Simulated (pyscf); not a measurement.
H₃Si–O–SiH₂–PH₂ -> H₃Si–O–PH₂ + SiH₂ [singlet], a 1,1-elimination (singlet surface; P–Si, O–Si broken, O–P formed). Optimised with ωB97X-D3(BJ)/def2-SVP in PySCF. MP2 and CC: frozen core, UHF for open shells. ΔMP2 is the change of the MP2 total energy from the triple- to the quadruple-zeta basis. Energies in kcal/mol from the reactant's lowest minimum found.

AM1 to PM7: differences of heats of formation from MOPAC. 

In single points PM3 puts the saddle at 33.6 kcal/mol and the reaction energy at +75.3 kcal/mol. Should these be trusted to within a few kcal/mol? Compare with CCSD(T)/def2-TZVPP + ΔMP2(QZVPP).

CCSD(T)/def2-TZVPP + ΔMP2(QZVPP) gives ΔE‡ = 80.6 kcal/mol and ΔE = +87.7 kcal/mol. PM3 lies 46.9 kcal/mol under it in the barrier and 12.4 kcal/mol under it in the reaction energy, so on this step it does not hold to within 3.0 kcal/mol. CCSD(T)/def2-TZVPP + ΔMP2(QZVPP) has limits of its own. On the product side the descent ends in an adduct with a O–Si contact, 20.0 kcal/mol under the separated species and 8.9 kcal/mol under the saddle at ωB97X-D3(BJ)/def2-TZVP. At CCSD(T) the saddle lies under the separated products, which points to a path from their complex (located at ωB97X-D3(BJ) alone), and parting the products costs more than the saddle. What is counted as broken (O–Si) persists as a longer contact in the product adduct; parting that adduct is a step of its own. H₃Si–O–PH₂ lies 5.7 kcal/mol over its isomer HO–SiH₂–PH₂ (electronic energy, ωB97M-D3(BJ)). One saddle was located; it need not be the lowest between these sides. The CCSD(T) − MP2 part came from Ansatz, without density fitting, on the same reference.
